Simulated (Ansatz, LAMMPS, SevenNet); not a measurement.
## Zinc-blende InP: properties by level of theory

Reference values: elastic constant C11 101 GPa (measured, temperature not stated, no zero-point or thermal correction; as tabulated in Oses et al. (2018), arXiv:1811.08464); elastic constant C44 45.6 GPa (measured, temperature not stated, no zero-point or thermal correction; as tabulated in Oses et al. (2018), arXiv:1811.08464).

```csv
level (code),elastic constant C11 (GPa),elastic constant C44 (GPa)
Vashishta InP.vashishta (LAMMPS),102,37.1
SevenNet-l3i5 (SevenNet),106,42.4
PBE0 (Ansatz),102,47.6
r²SCAN0 (Ansatz),108,50.0
```

Differences from the reference values (errors of the level alone only where the reference is corrected to a static lattice):

| level | elastic constant C11 (%) | elastic constant C44 (%) |
|---|---|---|
| Vashishta InP.vashishta | +1.0 | -18.6 |
| SevenNet-l3i5 | +5.0 | -7.0 |
| PBE0 | +1.0 | +4.4 |
| r²SCAN0 | +6.9 | +9.6 |

Nearest: elastic constant C11, not ranked (reference at room or unstated temperature); elastic constant C44, not ranked (reference at room or unstated temperature). Empirical potentials aren't ranked on values they can be fitted to.

Empirical potentials (Vashishta InP.vashishta) are fitted to chosen data, which need not cover the solid at hand: agreement can be built in, and what lay outside the fit can be far off. Machine-learned potentials (SevenNet-l3i5) are trained on DFT data, which may include these solids.

Ansatz's density-functional and Hartree–Fock values are scalar-relativistic unless marked +SOC, with PAW data made under PBE.

Unless a cell is named, each level is at its own relaxed cell (Vashishta InP.vashishta 25.26, SevenNet-l3i5 26.39, PBE0 25.61, r²SCAN0 25.32 Å³/atom).

Differences are worked out from the printed values.

Ansatz is a first-principles code.
